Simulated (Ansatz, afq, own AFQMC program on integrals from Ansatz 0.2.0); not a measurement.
Integrals from Ansatz 0.2.0, then the random walk in our own AFQMC program (afq).

```yaml
crystal:
  periodic: [false, false, false]
  atoms:
    - {symbol: Al, position_ang: [0.000000, 0.033682, 0.621048]}
    - {symbol: C, position_ang: [0.000000, -0.124908, -1.222629]}
    - {symbol: H, position_ang: [0.000000, 0.586788, -2.055880]}
basis:
  gaussian: {orbitals: 6-31G}
magnetization: {spin_polarized: false}
correlation: {method: ccsd_t, electrons: outside_noble_gas, hamiltonian_folder: ham}
```

```sh
$ ansatz run in.yaml --threads 1 --pin off --events-out ev --progress --plain --max-ram 1843MiB
```

Options of the walk:

```
--method phaseless --trial mp1 --walkers 10 --populations 1 --least-time 40 --time-step 0.04 --steps-per-block 25 --equilibration-blocks 10 --max-blocks 5 --target-error 0.00068 --factor-cut 1e-05 --seed 3000 --release-times 0.2,0.4 --release-step 0.1 --release-every 1 --taylor-order 6
```

Times are imaginary, in 1/Eh. The walk had a cap of 90 s.

```
orbitals 18  electrons 4 4  factors 109 of 297
reference energy -280.13772545 Eh
CCSD correlation -0.14507988 Eh in 17 cycles, weight of the determinant in the CISD state 0.6266
energy of the start -280.237875 Eh
 block  time / (1/Eh)  mean weight  energy / Eh
     1     1.000  0.9813  -280.249741
     2     2.000  0.9950  -280.257626
     3     3.000  1.0186  -280.259388
     4     4.000  1.0083  -280.272165
     5     5.000  0.9929  -280.263643
     6     6.000  1.0132  -280.272492
     7     7.000  0.9919  -280.283523
     8     8.000  0.9875  -280.273911
     9     9.000  0.9903  -280.280064
    10    10.000  1.0277  -280.332968
    11    11.000  0.9999  -280.303478
    12    12.000  1.0038  -280.295499
    13    13.000  0.9189  -280.266885
    14    14.000  1.0316  -280.295483
    15    15.000  1.0054  -280.301697
no energy: too few blocks
```

The run failed at least one of its tests; the cautions name the faults.

A setting was made bad on purpose (too few blocks), but the run ended before it gave an energy.

Cautions: higher spins were not checked; restricted determinant unstable towards unrestricted (UHF 1.45 eV lower, ⟨S²⟩ 1.17); the search met a lower determinant of the same kind, perhaps of another symmetry (58 meV lower), and this one is a saddle point; strong correlation (T1 0.128, weight of the determinant 0.63, largest double 0.17); (T) is large, 8 % of the CCSD correlation; CCSDTQ on the UHF determinant differs (757 meV lower), perhaps since the unrestricted series falls towards higher spin; so few walkers bias the energy; the time-step error isn't removed.

A walk keeps the symmetry of its determinant, which the program's search chose and which needn't be the lowest solution, so a lower state of the same spin and another symmetry isn't excluded.
